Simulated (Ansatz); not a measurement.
# CHAlO+ (doublet): the correlation ladder, cc-pVDZ

An exercise on one series of results from a longer session: the logs are not shown, and one member is left open.

Method: cc-pVDZ, core rule «outside noble gas», up to 7 orbitals frozen; program: Ansatz 0.2.0, Gaussian basis.

Plan: UHF; CCSD(T) on ROHF; CCSD(T) on UHF; BCCD(T) on ROHF; CISD; CCSDT(Q) on ROHF; CCSDT(Q) on UHF; CASSCF and MRCISD+Q, 9 electrons in 9 orbitals; CASSCF and NEVPT2, 9 electrons in 9 orbitals.

12 further runs of the same task are left out: 4 that didn't finish, 8 set aside as unsound or not needed.

**The geometry**

The geometry is a PBE0/def2-TZVP stationary point (not a proven minimum) of the parent state, kept for this charge and spin.

4 atoms, charge 1, spin multiplicity 2.

Atoms are counted from 1 here; the program's logs count them from 0.

Bond lengths: Al1–C2 1.941 Å, C2–O3 1.271 Å, O3–H4 0.981 Å. Angles: Al1–C2–O3 163.8°, C2–O3–H4 112.9°.

Set-up of the first run:

The input, in.yaml:

```yaml
crystal:
  periodic: [false, false, false]
  atoms:
    - {symbol: Al, position_ang: [-0.009921, -0.160643, 2.198879]}
    - {symbol: C, position_ang: [0.147232, -0.100915, 0.265352]}
    - {symbol: O, position_ang: [-0.026358, -0.287752, -0.980243]}
    - {symbol: H, position_ang: [-0.110953, 0.549310, -1.483988]}
basis:
  gaussian: {orbitals: cc-pVDZ}
total_charge: 1
magnetization: {spin_polarized: true, initial_magnetization: 1}
hamiltonian: {xc: hf}
output: {orbitals: {seedname: orbitals}}
```

On the command line:

```
$ ansatz run in.yaml --threads 1 --pin off --events-out ev --progress --plain --max-ram 2393MiB
```

Steps of the session up to this table: UHF; CCSD(T) on ROHF; CCSD(T) on UHF; BCCD(T) on ROHF; CISD; CCSDT(Q) on ROHF; CCSDT(Q) on UHF; CASSCF and MRCISD+Q, 9 electrons in 9 orbitals; CASSCF and NEVPT2, 9 electrons in 9 orbitals.

One table of the session follows, with a row left open; its other results are not shown here.

```
           method  from UCCSDT(Q) (kcal/mol)
             ROHF                          ?
              UHF                    +223.53
             RMP2                     +28.28
             UMP2                     +31.91
             CISD                     +31.26
            RCCSD                      +8.74
            UCCSD                      +9.01
         RCCSD(T)                      +1.42
         UCCSD(T)                      +1.56
          BCCD(T)                      +1.36
           RCCSDT                      +0.69
           UCCSDT                      +0.72
        RCCSDT(Q)                      +0.14
        UCCSDT(Q)                          0
  CASSCF frontier                    +141.84
  MRCISD frontier                     +14.66
MRCISD+Q frontier                      +1.97
```

**Question.** Estimate the row for ROHF.

As computed: from UCCSDT(Q) (kcal/mol): +228.89. In the column «from UCCSDT(Q) (kcal/mol)» it is the highest.

Not comparable, so not listed: CASSCF and NEVPT2, 9 electrons in 9 orbitals (they don't share determinant, frozen orbitals or solution with the rows shown, or repeat one).

To keep in mind: Restricted and unrestricted rows rest on different reference determinants; where their highest levels disagree by more than a few hundredths of an eV, they describe different states and don't form one ladder. Warnings in the runs' records: passed over end.
